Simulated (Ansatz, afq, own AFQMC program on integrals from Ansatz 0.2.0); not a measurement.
# Ge2, triplet → Ge$_{2}$, quintet

```xyz
2

Ge    0.0000    0.0000    0.0000
Ge    0.0000    0.0000    2.3831
```

E(quintet, charge +0) − E(triplet, charge +0) at this geometry, on UHF and UHF determinants.

Basis cc-pVTZ. Only valence electrons are correlated. Integrals, coupled cluster, full CI and functionals: Ansatz 0.2.0; the random walks run on the same integrals in our own AFQMC program. ph-AFQMC/CISD is guided by a CISD state made of CCSD amplitudes; releasing the constraint for a short imaginary time cuts its bias at the price of noise, slowly where states lie close. Error bars are statistical, one sigma. No spin–orbit coupling. The errors of all members are added in quadrature.

No full CI on the walks' own integrals is used here; CCSDT(Q) serves as the reference and is uncertain by about the last step of the cluster series. Each member takes its own surest rung, up to full CI.

Errors are counted within cc-pVTZ, not against nature.

Cautions: inner d shell frozen; no relativity below Rb; no spin-orbit coupling; Ge₂ (triplet): the released energies have errors that jump between times, so the bars are unsure, so no released level is given (meV from the phaseless value at times in 1/Eh: 4 ± 5 at 0.24, 47 ± 53 at 0.51, -16 ± 4 at 0.99, -21 ± 3 at 1.62, -20 ± 5 at 2.40), the ph-AFQMC/CISD walk drifts between its halves (2.6 errors), its ph-AFQMC/CISD value lies 32 ± 5 meV above CCSDT(Q); Ge₂ (quintet): another spin lies lower, the released energies are still falling, so no released level is given (meV from the phaseless value at times in 1/Eh: -3 ± 3 at 0.24, -8 ± 3 at 0.51, -13 ± 3 at 0.99, -16.2 ± 2.3 at 1.62, -20.5 ± 2.1 at 2.40), though the last usable value meets CCSDT(Q) within the noise, its ph-AFQMC/CISD value lies 20 ± 4 meV above CCSDT(Q).

| level | vertical spin gap (kJ/mol) |
| --- | --- |
| MP2 | 116.0 |
| CCSD | 122.1 |

From these cheaper values, estimate the vertical spin gap at the reference level in cc-pVTZ.

127.4 kJ/mol (CCSDT(Q) in cc-pVTZ).

```json
{"level": "HF", "vertical spin gap (kJ/mol)": "71.7", "error against CCSDT(Q) (kJ/mol)": "-55.8"}
{"level": "CCSD(T)", "vertical spin gap (kJ/mol)": "126.5", "error against CCSDT(Q) (kJ/mol)": "-1.0"}
{"level": "CCSDT", "vertical spin gap (kJ/mol)": "126.8", "error against CCSDT(Q) (kJ/mol)": "-0.6"}
{"level": "ph-AFQMC/HF", "vertical spin gap (kJ/mol)": "114.0 ± 3.0", "error against CCSDT(Q) (kJ/mol)": "-13.4 ± 3.0"}
{"level": "ph-AFQMC/CISD", "vertical spin gap (kJ/mol)": "126.3 ± 0.6", "error against CCSDT(Q) (kJ/mol)": "-1.2 ± 0.6"}
```

Correlation beyond CCSD(T) adds 1.0 kJ/mol. The perturbative (T) step is worth +4.4 kJ/mol.

A walk keeps the symmetry of its determinant, which the program's search chose and which needn't be the lowest solution, so a lower state of the same spin and another symmetry isn't excluded.
